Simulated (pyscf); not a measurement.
A first-order saddle from PySCF, ωB97X-D3(BJ)/def2-SVP:

```xyz
7

O      0.6790     1.3382    -0.0671
Ga    -0.3321    -0.0088    -0.5947
Cl    -2.3131    -0.1369     0.8018
Cl    -0.8467    -0.4915    -2.5971
H      0.8539     2.0023    -0.7431
F     -0.1009    -1.4982     0.5027
H     -1.2914    -1.1312     0.9805
```

Surface: singlet, charge 0. Lowest wavenumbers (cm⁻¹): 443i, 91, 138, 165, 172.

**Question.** What reaction is this the transition state of?

**Answer.** HO–Ga(Cl)–Cl (SMILES [OH][Ga]([Cl])[Cl]) + HF (SMILES F) ⇌ HO–Ga(F)–Cl (SMILES [OH][Ga]([F])[Cl]) + HCl (SMILES Cl), a four-centre exchange read from left to right: Cl–Ga, F–H broken and F–Ga, Cl–H formed. At ωB97M-D3(BJ)/def2-TZVP it lies +0.13 eV from the left side and -0.18 eV from the right (each side as separated species at their lowest minima found). On the reactant side the descent ends in an adduct with a F–Ga contact, 0.44 eV under the separated species and 0.54 eV under the saddle at ωB97X-D3(BJ)/def2-TZVP. On the product side the descent ends in an adduct with a Cl–Ga contact, 0.44 eV under the separated species and 0.15 eV under the saddle at ωB97X-D3(BJ)/def2-TZVP. At ωB97M-D3(BJ) the saddle lies under the separated products, which points to a path from their complex (located at ωB97X-D3(BJ) alone), and parting the products costs more than the saddle. What is counted as formed (F–Ga) is already present as a longer contact in the reactant adduct; forming that adduct is a step of its own. What is counted as broken (Cl–Ga) persists as a longer contact in the product adduct; parting that adduct is a step of its own. This is the saddle that the search found; another between the same sides may lie lower. Elements up to Kr have no core potential and no relativistic terms here.
